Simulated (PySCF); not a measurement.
PySCF input (PBE0/pcseg-3):

```python
import numpy as np, basis_set_exchange as bse
from pyscf import gto, scf, dft, df, tdscf

basis = {'O': gto.basis.parse(bse.get_basis('pcseg-3', elements=['O'], fmt='nwchem'))}
mol = gto.M(
    atom='''
    O    -0.01015087    1.07558797   -0.21689088
    O     0.00927284    0.00110539    0.42846783
    O     0.00087803   -1.07669336   -0.21157695
    ''',
    basis=basis,
    charge=0,
    verbose=4,
    max_memory=2160,
)
mf = dft.RKS(mol, xc='pbe0')
mf.grids.level = 3
mf = mf.density_fit(auxbasis=df.autoaux(mol))
mf.conv_tol = 1e-9
mf.max_cycle = 100
print('smallest overlap eigenvalue', np.linalg.eigvalsh(mol.intor('int1e_ovlp'))[0])
mf.kernel()
dip = mf.dip_moment()
td = tdscf.TDA(mf)
td.nstates = 4
td.kernel()
td.analyze()
osc = td.oscillator_strength()
```

Output:

```
PySCF version 2.14.0

[INPUT] verbose = 4
[INPUT] num. atoms = 3
[INPUT] num. electrons = 24
[INPUT] charge = 0
[INPUT] spin (= nelec alpha-beta = 2S) = 0
[INPUT] symmetry False subgroup None
[INPUT] Mole.unit = angstrom
[INPUT] Symbol           X                Y                Z      unit          X                Y                Z       unit  Magmom
[INPUT]  1 O     -0.010150870000   1.075587970000  -0.216890880000 AA   -0.019182364226   2.032566686177  -0.409864362116 Bohr   0.0
[INPUT]  2 O      0.009272840000   0.001105390000   0.428467830000 AA    0.017523127997   0.002088884361   0.809686851887 Bohr   0.0
[INPUT]  3 O      0.000878030000  -1.076693360000  -0.211576950000 AA    0.001659236229  -2.034655570538  -0.399822489771 Bohr   0.0

nuclear repulsion = 69.7697555574816
number of shells = 48
number of NR pGTOs = 255
number of NR cGTOs = 180
basis = {'O': [[0, [297874.0, 2.29997e-05], [44612.8, 0.000178787], [10154.4, 0.000939588], [2876.35, 0.0039584], [938.366, 0.0142931], [338.86, 0.0453776], [132.417, 0.125417], [55.7372, 0.275002], [20.8655, 0.5]], [0, [31.334, 0.108874], [9.57343, 0.5], [4.20898, 0.261071]], [0, [1.32803, 1.0]], [0, [0.50967, 1.0]], [0, [0.184277, 1.0]], [1, [288.445, 0.000828752], [68.1261, 0.00694505], [21.5679, 0.0354837], [8.23414, 0.112584], [3.36796, 0.291518], [1.43385, 0.5]], [1, [0.600576, 1.0]], [1, [0.237909, 1.0]], [1, [0.0880635, 1.0]], [2, [7.0, 1.0]], [2, [2.0, 1.0]], [2, [0.8, 1.0]], [2, [0.3, 1.0]], [3, [2.1, 1.0]], [3, [0.9, 1.0]], [4, [1.6, 1.0]]]}
ecp = {}
ETB for O: l = 0, exps = 0.176127 * 1.8^n , n = 0..16
ETB for O: l = 1, exps = 0.176127 * 1.8^n , n = 0..13
ETB for O: l = 2, exps = 0.176127 * 1.8^n , n = 0..12
ETB for O: l = 3, exps = 0.3880635 * 2.2^n , n = 0..6
ETB for O: l = 4, exps = 0.6 * 2.2^n , n = 0..6
ETB for O: l = 5, exps = 1.2 * 2.3^n , n = 0..3
smallest overlap eigenvalue 0.00017441280974417737

******** <class 'pyscf.df.df_jk.DFRKS'> ********
method = DFRKS
initial guess = minao
damping factor = 0
level_shift factor = 0
DIIS = <class 'pyscf.scf.diis.CDIIS'>
diis_start_cycle = 1
diis_space = 8
diis_damp = 0
SCF conv_tol = 1e-09
SCF conv_tol_grad = None
SCF max_cycles = 100
direct_scf = False
XC library pyscf.dft.libxc version 7.1.2
    S. Lehtola, C. Steigemann, M. J. T. Oliveira, and M. A. L. Marques,  SoftwareX 7, 1–5 (2018)
XC functionals = pbe0
    C. Adamo and V. Barone,  J. Chem. Phys. 110, 6158 (1999)
    M. Ernzerhof and G. E. Scuseria,  J. Chem. Phys. 110, 5029 (1999)
radial grids:
    Treutler-Ahlrichs [JCP 102, 346 (1995); DOI:10.1063/1.469408] (M4) radial grids

becke partition: Becke, JCP 88, 2547 (1988); DOI:10.1063/1.454033
pruning grids: <function nwchem_prune>
grids dens level: 3
symmetrized grids: False
atomic radii adjust function: <function treutler_atomic_radii_adjust>
small_rho_cutoff = 0
Set gradient conv threshold to 3.16228e-05
Initial guess from minao.
tot grids = 42248
******** <class 'pyscf.df.df.DF'> ********
auxbasis = {'O': [[0, [np.float64(2138.8780293449863), 1]], [0, [np.float64(1188.2655718583258), 1]], [0, [np.float64(660.1475399212922), 1]], [0, [np.float64(366.7486332896067), 1]], [0, [np.float64(203.74924071644818), 1]], [0, [np.float64(113.19402262024897), 1]], [0, [np.float64(62.885568122360546), 1]], [0, [np.float64(34.93642673464475), 1]], [0, [np.float64(19.409125963691526), 1]], [0, [np.float64(10.782847757606403), 1]], [0, [np.float64(5.990470976448001), 1]], [0, [np.float64(3.3280394313600006), 1]], [0, [np.float64(1.8489107952000001), 1]], [0, [np.float64(1.027172664), 1]], [0, [np.float64(0.5706514800000001), 1]], [0, [np.float64(0.3170286), 1]], [0, [np.float64(0.176127), 1]], [1, [np.float64(366.7486332896067), 1]], [1, [np.float64(203.74924071644818), 1]], [1, [np.float64(113.19402262024897), 1]], [1, [np.float64(62.885568122360546), 1]], [1, [np.float64(34.93642673464475), 1]], [1, [np.float64(19.409125963691526), 1]], [1, [np.float64(10.782847757606403), 1]], [1, [np.float64(5.990470976448001), 1]], [1, [np.float64(3.3280394313600006), 1]], [1, [np.float64(1.8489107952000001), 1]], [1, [np.float64(1.027172664), 1]], [1, [np.float64(0.5706514800000001), 1]], [1, [np.float64(0.3170286), 1]], [1, [np.float64(0.176127), 1]], [2, [np.float64(203.74924071644818), 1]], [2, [np.float64(113.19402262024897), 1]], [2, [np.float64(62.885568122360546), 1]], [2, [np.float64(34.93642673464475), 1]], [2, [np.float64(19.409125963691526), 1]], [2, [np.float64(10.782847757606403), 1]], [2, [np.float64(5.990470976448001), 1]], [2, [np.float64(3.3280394313600006), 1]], [2, [np.float64(1.8489107952000001), 1]], [2, [np.float64(1.027172664), 1]], [2, [np.float64(0.5706514800000001), 1]], [2, [np.float64(0.3170286), 1]], [2, [np.float64(0.176127), 1]], [3, [np.float64(43.99860237590402), 1]], [3, [np.float64(19.999364716320006), 1]], [3, [np.float64(9.090620325600003), 1]], [3, [np.float64(4.132100148000001), 1]], [3, [np.float64(1.8782273400000002), 1]], [3, [np.float64(0.8537397000000001), 1]], [3, [np.float64(0.3880635), 1]], [4, [np.float64(68.02794240000003), 1]], [4, [np.float64(30.92179200000001), 1]], [4, [np.float64(14.055360000000004), 1]], [4, [np.float64(6.388800000000002), 1]], [4, [np.float64(2.9040000000000004), 1]], [4, [np.float64(1.32), 1]], [4, [np.float64(0.6), 1]], [5, [np.float64(14.600399999999997), 1]], [5, [np.float64(6.347999999999999), 1]], [5, [np.float64(2.76), 1]], [5, [np.float64(1.2), 1]]]}
init E= -225.816161735089
  HOMO = -0.333259270002543  LUMO = -0.214953463409692  gap/eV = 3.21926
cycle= 1 E= -225.166790742159  delta_E= 0.649  |g|= 0.875  |ddm|= 1.61
  HOMO = -0.322296844190823  LUMO = -0.213692673967486  gap/eV = 2.95527
cycle= 2 E= -224.786364305606  delta_E= 0.38  |g|= 1.81  |ddm|= 0.993
  HOMO = -0.359776751514412  LUMO = -0.190798527944267  gap/eV = 4.59813
cycle= 3 E= -225.290556715091  delta_E= -0.504  |g|= 0.0645  |ddm|= 0.647
  HOMO = -0.357930938517066  LUMO = -0.184608852474902  gap/eV = 4.71633
cycle= 4 E= -225.291155373529  delta_E= -0.000599  |g|= 0.018  |ddm|= 0.0487
  HOMO = -0.359405246766355  LUMO = -0.185217429170955  gap/eV = 4.73989
cycle= 5 E= -225.291199805439  delta_E= -4.44e-05  |g|= 0.0025  |ddm|= 0.00951
  HOMO = -0.358824732595762  LUMO = -0.184600295485581  gap/eV = 4.74089
cycle= 6 E= -225.291200797547  delta_E= -9.92e-07  |g|= 0.000819  |ddm|= 0.00215
  HOMO = -0.359006138713931  LUMO = -0.184782526412725  gap/eV = 4.74087
cycle= 7 E= -225.291200910548  delta_E= -1.13e-07  |g|= 0.000159  |ddm|= 0.000549
  HOMO = -0.358997854679976  LUMO = -0.184771608159679  gap/eV = 4.74094
cycle= 8 E= -225.291200913349  delta_E= -2.8e-09  |g|= 9.33e-05  |ddm|= 0.00013
  HOMO = -0.358997879587996  LUMO = -0.184771295193386  gap/eV = 4.74095
cycle= 9 E= -225.291200914298  delta_E= -9.49e-10  |g|= 6.09e-05  |ddm|= 6.9e-05
  HOMO = -0.358998295072081  LUMO = -0.184771160374268  gap/eV = 4.74096
cycle= 10 E= -225.291200915003  delta_E= -7.05e-10  |g|= 1.07e-06  |ddm|= 2.87e-05
  HOMO = -0.358998241847652  LUMO = -0.184771199231484  gap/eV = 4.74096
Extra cycle  E= -225.291200915002  delta_E= 3.41e-13  |g|= 1.66e-06  |ddm|= 1.76e-06
converged SCF energy = -225.291200915002
Dipole moment(X, Y, Z, Debye):  0.01399,  0.00166,  0.64659

******** <class 'pyscf.tdscf.rks.TDA'> for <class 'pyscf.df.df_jk.DFRKS'> ********
nstates = 4 singlet
deg_eia_thresh = 1.000e-03
wfnsym = None
conv_tol = 1e-05
eigh lindep = 1e-12
eigh level_shift = 0
eigh max_cycle = 100
chkfile = tmpl43vgi_e

Excitation energies (eV)
[2.20266606 2.43684613 6.42926388 9.25554772]

** Singlet excitation energies and oscillator strengths **
Excited State   1:      2.20267 eV    562.88 nm  f=0.0000
      12 -> 13       -0.70641
Excited State   2:      2.43685 eV    508.79 nm  f=0.0000
      11 -> 13        0.70656
Excited State   3:      6.42926 eV    192.84 nm  f=0.2207
      10 -> 13       -0.62442
      11 -> 14        0.20275
      12 -> 15        0.12507
      12 -> 22       -0.12718
Excited State   4:      9.25555 eV    133.96 nm  f=0.0016
       8 -> 13        0.70400

** Transition electric dipole moments (AU) **
state          X           Y           Z        Dip. S.      Osc.
  1         0.0018      0.0000     -0.0000      0.0000      0.0000
  2        -0.0000      0.0000      0.0000      0.0000      0.0000
  3        -0.0061      1.1836     -0.0029      1.4009      0.2207
  4        -0.0845     -0.0004      0.0018      0.0071      0.0016

** Transition velocity dipole moments (imaginary part, AU) **
state          X           Y           Z        Dip. S.      Osc.
  1        -0.0376     -0.0002      0.0008      0.0014      0.0117
  2        -0.0000      0.0000     -0.0000      0.0000      0.0000
  3         0.0010     -0.1855      0.0005      0.0344      0.0971
  4        -0.0014     -0.0000      0.0000      0.0000      0.0000

** Transition magnetic dipole moments (imaginary part, AU) **
state          X           Y           Z
  1         0.0069     -1.3483      0.0033
  2         0.0159      0.0019      0.7361
  3        -0.1227     -0.0006      0.0027
  4         0.0020     -0.3912      0.0010
```
